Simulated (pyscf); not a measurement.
Addition across a multiple bond or ene-type step: O=Ti=O + methane (CH₄) → H₃C–O–TiH=O

Gas phase, singlet surface, charge 0. Bonds broken: C4–H5. Bonds formed: Ti2–H5, O3–C4. Structures and frequencies: ωB97X-D3(BJ)/def2-SVP in PySCF. Correlated levels are frozen-core, on RHF or UHF. ΔMP2 is the change of the MP2 total energy from the triple- to the quadruple-zeta basis.

Transition state (Å):

```xyz
8

O      0.0792     0.3471     1.6189
Ti    -1.3030     0.0378     0.8653
O     -1.1663    -1.2546    -0.2251
C     -0.9725     0.1648    -1.6825
H     -1.6095     1.1871    -0.4006
H     -1.6615     0.8468    -2.1879
H      0.0241     0.5900    -1.5342
H     -0.9508    -0.8197    -2.1480
```

One imaginary mode, 1118i cm⁻¹; descent along it reached the two sides named, in the forms told below.

```json
[
 {"bond": "C4–H5", "change": "breaks", "reactant side (Å)": "1.105", "saddle": "1.759", "product side": "4.3"},
 {"bond": "Ti2–H5", "change": "forms", "reactant side (Å)": "2.554", "saddle": "1.737", "product side": "1.742"},
 {"bond": "O3–C4", "change": "forms", "reactant side (Å)": "3.4", "saddle": "2.044", "product side": "1.402"}
]
```

Electronic energies relative to the separated reactants (kJ/mol):

```csv
level,barrier,reaction energy,reverse barrier
ωB97X-D3(BJ)/def2-TZVP,238.6,-60.2,298.8
PBE/def2-TZVP,219.7,-20.6,240.3
r²SCAN/def2-TZVP,226.6,-32.9,259.6
B3LYP-D3(BJ)/def2-TZVP,226.0,-47.9,273.9
PBE0-D3(BJ)/def2-TZVP,230.6,-51.1,281.7
M06-2X/def2-TZVP,230.7,-74.8,305.5
ωB97M-D3(BJ)/def2-TZVP,240.2,-52.8,293.0
HF/def2-TZVP,281.8,-121.6,403.4
MP2/def2-QZVPP,259.9,+0.1,259.8
CCSD/def2-TZVPP,243.7,-65.2,308.9
CCSD(T)/def2-TZVPP,232.8,-42.7,275.5
CCSD(T)/def2-TZVPP + ΔMP2(QZVPP),224.5,-48.2,272.6
```

With CCSD(T)/def2-TZVPP + ΔMP2(QZVPP) energies and thermal terms (ideal gas, 1 atm, RRHO with modes under 100 cm⁻¹ raised to 100, one conformer, R ln 2 for chiral ones without a mode under 150 cm⁻¹), in kJ/mol:

| T (K) | ΔH‡ | ΔG‡ | ΔH | ΔG |
|---|---|---|---|---|
| 298 | 217.4 | 256.2 | -49.6 | -14.7 |
| 600 | 220.1 | 294.7 | -46.0 | +19.5 |
| 900 | 223.9 | 331.2 | -40.7 | +51.1 |
| 1200 | 227.6 | 366.4 | -34.9 | +80.9 |

On the reactant side the descent ends in an adduct with a C–Ti contact, 58.5 kJ/mol under the separated species and 297.2 kJ/mol under the saddle at ωB97X-D3(BJ)/def2-TZVP. The same reactants have a lower exit, to H₃C–Ti(=O)–OH (barrier +38.0 kJ/mol at ωB97M-D3(BJ)/def2-TZVP, against +240.2 kJ/mol here). H₃C–O–TiH=O lies 83.7 kJ/mol over its isomer H₃C–Ti(=O)–OH (electronic energy, ωB97M-D3(BJ)/def2-TZVP). One saddle was located; it need not be the lowest between these sides. The CCSD(T) − MP2 part came from Ansatz, without density fitting, on the same reference. The frozen core leaves the outer d or s,p core shells of the metals and heavy elements correlated in the MP2 and CC values, and def2-TZVPP describes them poorly, which can shift differences by a few kcal/mol.
